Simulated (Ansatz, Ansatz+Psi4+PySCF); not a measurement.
```yaml
atoms:
  - { symbol: C, position_ang: [-0.0258, -0.0088, -1.1099] }
  - { symbol: S, position_ang: [0.0283, -0.0187, 0.6579] }
  - { symbol: H, position_ang: [-0.0118, -1.1245, -1.4832] }
  - { symbol: H, position_ang: [-0.9293, 0.4768, -1.5148] }
  - { symbol: H, position_ang: [0.8967, 0.4321, -1.5932] }
  - { symbol: H, position_ang: [-0.0475, 1.2636, 0.8444] }
```

Basis set: cc-pVTZ (spherical functions). Left uncorrelated: 6 orbitals. Charge 0, multiplicity 1.

Computed with Ansatz (development build ahead of 0.2.0); each method stands on the lowest determinant of its kind that the runs found. Restricted open shells among the atoms or ions are ROHF, correlated in semicanonical orbitals with singles.

The atomization energy at this shape (free ground-state atoms in the same class of orbitals less the molecule, no zero-point energy) of singlet CH₄S:

```json
{"method": "RHF-MP2", "atomization energy": "1910.1 kJ/mol"}
```

**Question.** What does RHF give?

**Answer.** 1465.5 kJ/mol. Caution: the shape is not the minimum.
